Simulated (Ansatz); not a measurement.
**CH₆BCl (built from SMILES BCl.C): a barrier at many levels of theory**

How high is the barrier of this step (B1–C6 formed, Cl2–H5 formed, B1–Cl2 broken, H5–C6 broken), and how far do cheaper methods land from CCSD(T)?

Method: single points in def2-TZVPP on PBE0-D4/def2-TZVP structures; program: Ansatz 0.2.0, Gaussian basis.

Levels: SPW92, PBE-D4, BLYP-D4, r2SCAN-D4, B97M-V, PBE0-D4, B3LYP-D4, r2SCAN0-D4, BHLYP-D4, CAM-B3LYP-D4, wB97X-V, wB97M-V, B2PLYP, PBE-QIDH, RPA on PBE, Hartree-Fock, MP2, CCSD, CCSD(T). The reference is CCSD(T) at the basis limit, from triple and quadruple zeta. Zero-point energies come from PBE0-D4 vibrations.

Cores are frozen in the correlated methods. B3LYP uses VWN-RPA correlation. B2PLYP carries no dispersion term here.

81 further runs of the same task are left out: 1 that didn't finish, 80 set aside as unsound or not needed.

### Step 1. The three structures

Charge 0, multiplicity 1. The folders r, ts and p hold the start, the saddle and the end; their coordinates stand in the first inputs.

| pair | r (Å) | ts (Å) | p (Å) |
| --- | --- | --- | --- |
| B1–C6 | 3.412 | 1.685 | 1.561 |
| Cl2–H5 | 3.281 | 1.498 | 1.281 |
| B1–Cl2 | 1.735 | 2.128 | 2.684 |
| H5–C6 | 1.090 | 1.480 | 2.999 |

### Step 2. SPW92/def2-TZVPP

The input, r/in.yaml:

```yaml
crystal:
  periodic: [false, false, false]
  atoms:
    - {symbol: B, position_ang: [-0.714606, 0.147583, -1.734424]}
    - {symbol: Cl, position_ang: [0.548339, 1.065728, -2.490816]}
    - {symbol: H, position_ang: [-0.644349, -1.039748, -1.772143]}
    - {symbol: H, position_ang: [-1.610629, 0.741249, -1.223716]}
    - {symbol: H, position_ang: [1.038729, 0.356165, 0.674680]}
    - {symbol: C, position_ang: [0.484248, -0.182604, 1.443073]}
    - {symbol: H, position_ang: [0.267969, 0.491916, 2.270849]}
    - {symbol: H, position_ang: [1.083324, -1.020023, 1.799164]}
    - {symbol: H, position_ang: [-0.453124, -0.560265, 1.033431]}
basis:
  gaussian: {orbitals: def2-TZVPP}
hamiltonian: {xc: lda}
```

The input, ts/in.yaml:

```yaml
crystal:
  periodic: [false, false, false]
  atoms:
    - {symbol: B, position_ang: [-0.511887, -0.065791, -0.682816]}
    - {symbol: Cl, position_ang: [1.014761, 1.057821, -1.650400]}
    - {symbol: H, position_ang: [-0.488020, -1.104111, -1.263329]}
    - {symbol: H, position_ang: [-1.446094, 0.670356, -0.714974]}
    - {symbol: H, position_ang: [0.770765, 0.503305, -0.280650]}
    - {symbol: C, position_ang: [0.142219, -0.190375, 0.865344]}
    - {symbol: H, position_ang: [0.202299, 0.709222, 1.480929]}
    - {symbol: H, position_ang: [1.028219, -0.811440, 1.011173]}
    - {symbol: H, position_ang: [-0.712362, -0.768988, 1.234823]}
basis:
  gaussian: {orbitals: def2-TZVPP}
hamiltonian: {xc: lda}
```

The input, p/in.yaml:

```yaml
crystal:
  periodic: [false, false, false]
  atoms:
    - {symbol: B, position_ang: [-0.760213, -0.264916, -0.472190]}
    - {symbol: Cl, position_ang: [1.128366, 1.146060, -1.755212]}
    - {symbol: H, position_ang: [-0.639792, -1.169512, -1.248424]}
    - {symbol: H, position_ang: [-1.579724, 0.576575, -0.708788]}
    - {symbol: H, position_ang: [1.863740, 1.233462, -0.710385]}
    - {symbol: C, position_ang: [-0.089217, -0.337887, 0.935350]}
    - {symbol: H, position_ang: [0.029998, 0.624252, 1.439190]}
    - {symbol: H, position_ang: [0.848681, -0.897253, 0.970199]}
    - {symbol: H, position_ang: [-0.801940, -0.910782, 1.550360]}
basis:
  gaussian: {orbitals: def2-TZVPP}
hamiltonian: {xc: lda}
```

Each run has its own folder and the same command.

The run is started by

```console
$ ansatz run in.yaml --threads 2 --pin off --events-out ev --progress --plain --max-ram 4352MiB
```

After this run come: PBE-D4/def2-TZVPP; BLYP-D4/def2-TZVPP; r2SCAN-D4/def2-TZVPP; B97M-V/def2-TZVPP; PBE0-D4/def2-TZVPP; B3LYP-D4/def2-TZVPP; r2SCAN0-D4/def2-TZVPP; BHLYP-D4/def2-TZVPP; CAM-B3LYP-D4/def2-TZVPP; wB97X-V/def2-TZVPP; wB97M-V/def2-TZVPP; B2PLYP/def2-TZVPP; PBE-QIDH/def2-TZVPP; RPA on PBE/def2-TZVPP; CCSD(T)/def2-TZVPP; MP2/def2-QZVPP; Vibrations of the start structure; Vibrations of the end structure.

Before running it: what results should come out? Wanted: barrier, CCSD(T)/CBS; reverse barrier, CCSD(T)/CBS; step energy, CCSD(T)/CBS; barrier with zero-point energy; step energy with zero-point energy; imaginary mode at the saddle; largest T1 diagnostic.

As calculated:

| quantity | value |
| --- | --- |
| barrier, CCSD(T)/CBS | 40.0 kcal/mol |
| reverse barrier, CCSD(T)/CBS | 17.5 kcal/mol |
| step energy, CCSD(T)/CBS | +22.5 kcal/mol |
| barrier with zero-point energy | 39.1 kcal/mol |
| step energy with zero-point energy | +21.3 kcal/mol |
| imaginary mode at the saddle | 849i cm⁻¹ |
| largest T1 diagnostic | 0.010 |

In words: The functionals run from B3LYP-D4, off by -0.1 kcal/mol, to SPW92, off by -19.9 kcal/mol, against CCSD(T)/CBS. Mean unsigned error by rung: LDA 19.9, GGA 6.0, meta-GGA 3.5, hybrid 3.8, range-separated hybrid 0.7, double hybrid 2.0 kcal/mol. PBE-D4 gives a barrier 9.8 kcal/mol too low, outside chemical accuracy (1 kcal/mol). Every functional without exact exchange puts the barrier too low, the usual mark of self-interaction error, which favours the spread-out density of a saddle. The barrier rises with the share of exact exchange, from BLYP-D4 through B3LYP-D4 to BHLYP-D4 (-2.3, -0.1, +4.8 kcal/mol). Hartree-Fock, with no correlation, is off by +19.6 kcal/mol. Zero-point motion lowers the barrier by 0.9 kcal/mol. The start and the end structure keeps an imaginary mode: no true minimum.
